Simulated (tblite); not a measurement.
C₅H₉O (doublet state).
SMILES with atom numbers: `[CH2:1]/[CH:2]=[C:3](\[CH3:4])[O:5][CH3:6]` (hydrogens: H7, H8 on C1; H9 on C2; H10, H11, H12 on C4; H13, H14, H15 on C6)

Structure optimised with GFN2-xTB, isolated species. This method treats the open shell by occupation alone, without spin polarisation.

(1) Give the optimised bond lengths and angles.

Results:

(1) 
| bond | length (Å) |
| --- | --- |
| C1–C2 | 1.370 |
| C2=C3 | 1.384 |
| C3–C4 | 1.493 |
| C3–O5 | 1.368 |
| O5–C6 | 1.404 |
| C1–H7 | 1.074 |
| C1–H8 | 1.074 |
| C2–H9 | 1.082 |
| C4–H10, C4–H11, C4–H12 | 1.088 |
| C6–H13, C6–H14, C6–H15 | 1.093 |

Bonds in one row agree within 0.01 Å and their mean is given. A selection of angles:
| angle | degrees |
| --- | --- |
| C2–C1–H7 | 123.0 |
| C2–C1–H8 | 120.3 |
| H7–C1–H8 | 116.8 |
| C1–C2–C3 | 126.8 |
| C1–C2–H9 | 116.1 |
| C3–C2–H9 | 117.1 |
| C2–C3–C4 | 125.3 |
| C2–C3–O5 | 124.2 |
| C4–C3–O5 | 110.5 |
| C3–C4–H10 | 109.9 |
| C3–C4–H12 | 111.1 |
| H10–C4–H11 | 107.4 |
| H10–C4–H12 | 109.2 |
| C3–O5–C6 | 119.9 |
| O5–C6–H13 | 105.7 |
| O5–C6–H14 | 111.7 |
| H13–C6–H14 | 109.2 |

Dihedral angles: C1–C2–C3–C4 0° (synperiplanar); C2–C3–O5–C6 0° (synperiplanar).

The 6 heavy atoms lie in one plane (0.001 Å rms). C1 (carbon bonded to C and 2 H) is planar (angles 123.0°, 120.3° and 116.8°, sum 360.0°, 0.00 Å off the plane of its three neighbours). The C–C distances run from 1.370 Å (C1–C2, drawn single in a drawing that doesn't fit all lengths) to 1.493 Å (C3–C4, drawn single in a drawing that doesn't fit all lengths), a spread of 0.123 Å. The 2 C–O bonds span 1.368 Å (C3–O5, drawn single in a drawing that doesn't fit all lengths) to 1.404 Å (O5–C6, drawn single in a drawing that doesn't fit all lengths), a spread of 0.036 Å. C2 (carbon bonded to 2 C and H) is planar (angles 126.8°, 117.1° and 116.1°, sum 360.0°, 0.00 Å off the plane of its three neighbours). C3 (carbon bonded to 2 C and O) is planar (angles 125.3°, 124.2° and 110.5°, sum 360.0°, 0.00 Å off the plane of its three neighbours). Of the pairs four or more bonds apart, C6···H9 is among the closest relative to their van der Waals radii: 2.49 Å, 86 % of the sum of Bondi's values.

Point group: Cs (tolerance 0.08 Å). GFN2-xTB frequencies show an imaginary mode (114i cm⁻¹), so the point is no minimum at that level. Torsions: H–C1–C2–C3 0° and 180°, C2–C3–O5–C6 0°. 2 starts were optimised and ended at 0.00 and 1.29 kcal/mol (GFN2-xTB); the lowest of these is shown.

On an Arm Neoverse V1 with one thread (shared host), this took under 0.1 s wall. That covers the optimisation of the geometry.

One conformer stands for the species.

All values are computed, not measured.
